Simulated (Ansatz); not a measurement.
Harmonic frequencies (cm⁻¹) at PBE0-D4/def2-TZVP from Ansatz: 223, 711, 720, 960, 1008, 1010, 1060, 1089, 1102, 1119, 1162, 1195, 1282, 1350, 1404, 1411, 1526, 1553, 2943, 2948, 3054, 3057, 3577, 3579.

(1) Which molecule is it?
A. `C1NCN1`
B. `C=C(N)N`
C. `N/C=C\N`
D. `CNC=N`

## Answers

(1) A.
